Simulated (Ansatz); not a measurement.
A nudged elastic band was laid between two geometries of CH5ClSi + H2 (10 atoms, charge 0, multiplicity 1).

Level of theory: Ansatz, RKS CAM-B3LYP-D4/6-31G*.

```yaml
movable_images: 1
climbing_image: yes
spring: 5.0 eV/Å²
optimiser: quadratic models (default)
start_path: through a guess of the saddle point
force_threshold: 0.03 eV/Å
iteration_limit: 60
end_points: relaxed
```

Initial state:

```xyz
10
Properties=species:S:1:pos:R:3
Si 0.368 0.011 -0.005
Cl 0.457 -0.278 2.050
C 2.095 0.004 -0.708
H 2.595 -0.948 -0.513
H 2.061 0.155 -1.793
H 2.700 0.803 -0.273
H -0.310 1.307 -0.237
H -0.453 -1.086 -0.566
H -3.218 0.070 1.126
H -2.676 -0.037 1.627
```

Final state:

```xyz
10
Properties=species:S:1:pos:R:3
Si -0.368 0.172 -0.813
Cl 0.216 -0.485 3.280
C 1.448 0.005 -0.375
H 1.653 -0.956 0.104
H 2.071 0.074 -1.272
H 1.762 0.794 0.314
H -0.661 1.484 -1.441
H -0.811 -0.909 -1.728
H -1.207 0.077 0.419
H -0.483 -0.256 2.221
```

(1) Which bonds break or form, and what moves?

(2) Give the energies along the band, and the barrier.

(3) What is the geometry of the highest image?

The band took 25 iterations and roughly 120 core-seconds.

Answers

(1) Bonds broken: Si1–Cl2, H9–H10. Bonds formed: Si1–H9, Cl2–H10. CH5ClSi + H2 becomes CH6Si + ClH.

(2) It converged. The highest image is number 1 of 0 to 2, 60.6 kcal/mol above the first end and 42.2 kcal/mol above the last; the last end lies 18.4 kcal/mol above the first. Neighbouring images differ by up to 2.6 eV, so the band resolves the path poorly. The order of the stationary point at the top wasn't checked. So few images can step over the top or miss a turn of the path. The orbitals stay closed-shell, which can raise the energy where a bond breaks towards radicals; this wasn't checked here.

```
image  path coordinate (Å)  energy (kcal/mol)  Si1–Cl2 (Å)  H9–H10 (Å)  Si1–H9 (Å)
    0                 0.00                0.0         2.08        0.75        3.76
    1                 3.72               60.6         2.61        0.86        1.73
    2                 6.24               18.4         4.19        1.97        1.49
```

(3) 
```xyz
10
Properties=species:S:1:pos:R:3:forces:R:3
Si -0.248 -0.119 -0.295 0.00 0.00 0.01
Cl 0.105 -1.186 2.062 0.00 0.01 -0.01
C 1.590 0.129 -0.387 -0.02 0.01 0.00
H 2.122 -0.777 -0.097 0.00 0.00 0.00
H 1.866 0.433 -1.402 0.00 0.00 0.00
H 1.892 0.925 0.300 0.01 -0.01 0.00
H -0.865 0.909 -1.187 0.00 0.00 0.00
H -0.942 -1.376 -0.600 0.00 0.00 0.00
H -1.106 0.818 0.879 0.01 -0.01 -0.02
H -0.795 0.242 1.435 0.00 -0.01 0.01
```

Run time: 65 s on 2 threads of Intel(R) Xeon(R) Platinum 8259CL CPU @ 2.50GHz (Skylake/Cascade Lake), with other jobs on the host, peak memory 0.17 GiB.
